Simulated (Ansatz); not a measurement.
## Telling isomers of CH4BSi apart by their spectra

These gas-phase data were calculated for one isomer of CH4BSi at B3LYP/6-31G* (harmonic, unscaled wavenumbers; equilibrium rotational constants with average atomic masses):

- rotational constants: 30.25, 7.244, 6.051 GHz
- all wavenumbers above 1500 cm⁻¹: 3260, 2878, 2197, 2150

Candidates:

(1) `[H]/[Si]=C\B`, a doublet
(2) `B=C[SiH2]`, a doublet

Problem. Which candidate do the data belong to?

Solution. Candidate (2). 1 mode lies between 2350 and 2900 cm⁻¹, one for each B–H bond, while (1) has 2.

The same quantities for all candidates:

```
     rotational constants (GHz)  wavenumbers above 1500 cm⁻¹  E above the lowest, B3LYP/6-31G* (kcal/mol)
(1)         34.21, 6.733, 5.626       3208, 2644, 2575, 2140                                          0.0
(2)         30.25, 7.244, 6.051       3260, 2878, 2197, 2150                                          0.8
```

Harmonic stretches to hydrogen usually lie a few per cent above observed fundamentals. Each candidate is one conformer. Open shells are spin-unrestricted. Programs: Ansatz 0.2.0.
